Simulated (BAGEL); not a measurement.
**C2F2O (SMILES O=C=C(F)F): HF/6-31G(d) (density fitting with qzvpp-jkfit, spherical functions)**

What is the vertical electron affinity of C2F2O at HF/6-31G* (density fitting with qzvpp-jkfit, spherical functions)? 

The calculation is run with BAGEL 1.2.2.

## (1) The molecule

The species is C2F2O (5 atoms), meant as a singlet with charge 0. SMILES: `O=C=C(F)F`. The coordinates come from a GFN2-xTB relaxation.

Bond lengths: O1–C2 1.162 Å, C2–C3 1.308 Å, C3–F4 1.338 Å, C3–F5 1.338 Å. Angles: O1–C2–C3 180.0°, C2–C3–F4 123.6°, C2–C3–F5 123.6°, F4–C3–F5 112.8°.

## (2) The energy at HF/6-31G(d) (density fitting with qzvpp-jkfit, spherical functions)

The input, input.json:

```json
{ "bagel": [

{
  "title": "molecule",
  "basis": "6-31gs.json",
  "df_basis": "qzvpp-jkfit",
  "angstrom": "true",
  "geometry": [
    { "atom": "O", "xyz": [       0.745620,      -0.901860,       1.634620 ] },
    { "atom": "C", "xyz": [       0.314460,      -0.380840,       0.689950 ] },
    { "atom": "C", "xyz": [      -0.170060,       0.205740,      -0.373410 ] },
    { "atom": "F", "xyz": [      -1.018650,      -0.384370,      -1.223640 ] },
    { "atom": "F", "xyz": [       0.128630,       1.461330,      -0.727510 ] }
  ]
},

{
  "title": "hf"
},

{
  "title": "print",
  "file": "orbitals.molden",
  "orbitals": "true"
}

]}
```

The basis set 6-31G* is read from a file made from the Basis Set Exchange's data (not shown).

Command:

```bash
$ BAGEL_NUM_THREADS=1 BAGEL input.json > input.out
```

What it wrote:

```text
* using 1 threads per process

  ===============================================================
  ===============================================================

  *** Geometry ***

  { "atom" : "O", "xyz" : [      1.409018,     -1.704268,      3.088984 ] },
  { "atom" : "C", "xyz" : [      0.594243,     -0.719683,      1.303817 ] },
  { "atom" : "C", "xyz" : [     -0.321367,      0.388792,     -0.705643 ] },
  { "atom" : "F", "xyz" : [     -1.924970,     -0.726354,     -2.312344 ] },
  { "atom" : "F", "xyz" : [      0.243075,      2.761513,     -1.374795 ] },

  Number of auxiliary basis functions:      381

  Since a DF basis is specified, we compute 2- and 3-index integrals:
    o Being stored without compression. Storage requirement is 0.015 GB

  Number of basis functions:       70
  Number of electrons      :       38

    * METHOD: MOLECULE                             0.12

  *** RHF ***

  === Nuclear Repulsion ===
   155.5831292425

      * DIIS with orbital gradients will be used.

  === RHF iteration (6-31gs.json) ===
      0       -349.11926544          0.02857118           0.03
      1       -349.20707158          0.02491139           0.03
      2       -349.36760511          0.00229514           0.03
      3       -349.36964273          0.00124748           0.03
      4       -349.37025706          0.00026112           0.03
      5       -349.37032890          0.00010336           0.03
      6       -349.37034038          0.00002826           0.03
      7       -349.37034119          0.00001285           0.03
      8       -349.37034130          0.00000427           0.03
      9       -349.37034132          0.00000200           0.03
     10       -349.37034132          0.00000068           0.03
     11       -349.37034132          0.00000020           0.03
     12       -349.37034132          0.00000008           0.03
     13       -349.37034132          0.00000004           0.03
     14       -349.37034132          0.00000001           0.03
     15       -349.37034132          0.00000001           0.03
    * SCF iteration converged.

    * Permanent dipole moment:
           (    0.003294,    -0.003326,     0.006719) a.u.

    * METHOD: HF                                   0.61

    * METHOD: PRINT                                0.01

  ===============================================================
```

Wall time 0.87 s (1 thread of Arm Neoverse V2, shared host).

## (3) The doublet anion

The input, calc.json:

```json
{ "bagel": [

{
  "title": "molecule",
  "basis": "6-31gs.json",
  "df_basis": "qzvpp-jkfit",
  "angstrom": "true",
  "geometry": [
    { "atom": "O", "xyz": [       0.745620,      -0.901860,       1.634620 ] },
    { "atom": "C", "xyz": [       0.314460,      -0.380840,       0.689950 ] },
    { "atom": "C", "xyz": [      -0.170060,       0.205740,      -0.373410 ] },
    { "atom": "F", "xyz": [      -1.018650,      -0.384370,      -1.223640 ] },
    { "atom": "F", "xyz": [       0.128630,       1.461330,      -0.727510 ] }
  ]
},

{
  "title": "uhf",
  "charge": -1,
  "nopen": 1
},

{
  "title": "print",
  "file": "orbitals.molden",
  "orbitals": "true"
}

]}
```

The basis set 6-31G* is read from a file made from the Basis Set Exchange's data (not shown).

Command:

```bash
$ BAGEL_NUM_THREADS=1 BAGEL calc.json > calc.out
```

What it wrote:

```text
* using 1 threads per process

  ===============================================================
  ===============================================================

  *** Geometry ***

  { "atom" : "O", "xyz" : [      1.409018,     -1.704268,      3.088984 ] },
  { "atom" : "C", "xyz" : [      0.594243,     -0.719683,      1.303817 ] },
  { "atom" : "C", "xyz" : [     -0.321367,      0.388792,     -0.705643 ] },
  { "atom" : "F", "xyz" : [     -1.924970,     -0.726354,     -2.312344 ] },
  { "atom" : "F", "xyz" : [      0.243075,      2.761513,     -1.374795 ] },

  Number of auxiliary basis functions:      381

  Since a DF basis is specified, we compute 2- and 3-index integrals:
    o Being stored without compression. Storage requirement is 0.015 GB

  Number of basis functions:       70
  Number of electrons      :       38

    * METHOD: MOLECULE                             0.12

  *** Open-shell HF ***

  === Nuclear Repulsion ===
   155.5831292425

      * DIIS with orbital gradients will be used.

  === UHF iteration (6-31gs.json) ===
      0       -349.08819526          0.04959287           0.07
      1       -349.22941768          0.03812460           0.07
      2       -349.28572880          0.02658280           0.06
      3       -349.34218506          0.00163925           0.07
      4       -349.34312795          0.00084583           0.07
      5       -349.34342995          0.00035637           0.07
      6       -349.34364423          0.00009740           0.07
      7       -349.34370853          0.00003704           0.07
      8       -349.34374134          0.00002602           0.07
      9       -349.34377475          0.00001297           0.07
     10       -349.34380036          0.00000895           0.07
     11       -349.34381081          0.00000563           0.07
     12       -349.34381676          0.00000465           0.07
     13       -349.34382350          0.00000315           0.06
     14       -349.34382586          0.00000135           0.06
     15       -349.34382597          0.00000035           0.07
     16       -349.34382597          0.00000014           0.07
     17       -349.34382597          0.00000010           0.07
     18       -349.34382597          0.00000006           0.07
     19       -349.34382597          0.00000003           0.07
     20       -349.34382597          0.00000001           0.07
     21       -349.34382597          0.00000001           0.07
    * SCF iteration converged.

    * S^2 (UHF) is 0.7785

    * Permanent dipole moment:
           (    0.433485,    -0.524171,     0.949637) a.u.

    * METHOD: UHF                                  1.56

    * METHOD: PRINT                                0.01

  ===============================================================
```

Run time: 1.8 s. Hardware: 1 thread of Arm Neoverse V2, shared host.

## (4) Outcome

Level: HF/6-31G* (density fitting with qzvpp-jkfit, spherical functions).

```
                                         quantity          value
                      singlet C2F2O: total energy  -349.37034 Eh
                     singlet C2F2O: dipole moment         0.02 D
                       singlet C2F2O: HOMO energy      -10.22 eV
                       singlet C2F2O: LUMO energy        2.04 eV
                     singlet C2F2O: HOMO–LUMO gap       12.27 eV
                      doublet anion: total energy  -349.34383 Eh
                              doublet anion: ⟨S²⟩          0.778
vertical electron affinity (to the doublet anion)      -0.722 eV
```

**Reading.** The anion lies 0.72 eV (16.6 kcal/mol) above the neutral: the electron isn't bound at this level, and such a value depends on the basis. Without diffuse functions anions come out too high. Hartree–Fock misses the correlation that binds many anions.
